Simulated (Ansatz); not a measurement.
Total energies of MgMeH (CH₄Mg) from Ansatz at CCSD(T)/def2-TZVPD, gas phase (1 Eh = 27.2114 eV = 2625.5 kJ/mol). The reference geometry is relaxed at PBE-D4/def2-TZVP.

```xyz
6

Mg    0.028   -1.148   -0.639
C    -0.018    0.682    0.379
H    -0.876    0.747    1.068
H    -0.095    1.535   -0.315
H     0.892    0.836    0.981
H     0.069   -2.651   -1.474
```

```
                 state   geometry  energy (Eh)
      charge 0 singlet  reference   -240.21416
     charge -1 doublet  reference   -240.18816
free Mg atom (singlet)          –   -199.80924
 free C atom (triplet)          –    -37.78136
 free H atom (doublet)          –     -0.49981
```

Correlated methods freeze 2 core orbitals; core or outer-core shells of Mg are correlated, in sets that lack core-valence functions.

Problem. Work out the vertical electron affinity, to the doublet.

Solution. E(charge 0 singlet) − E(charge -1 doublet) = -240.21416 − (-240.18816) = -0.02600 Eh = -0.71 eV; negative, so the extra electron isn't bound.

Problem. What is the binding energy per atom against free atoms?

Solution. Atoms: 1 × (-199.80924) + 1 × (-37.78136) + 4 × (-0.49981) = -239.58984 Eh. Binding: -239.58984 − (-240.21416) = 0.62432 Eh = 16.99 eV, or 2.83 eV for each of 6 atoms (no zero-point energy, no counterpoise term).

At CCSD(T)/def2-TZVPD the highest occupied level of the charge -1 doublet lies above zero (up to 0.90 eV). By energy differences it is unbound by 0.71 eV (vertical, against the charge 0 singlet, at CCSD(T)/def2-TZVPD) and held by the finite basis.
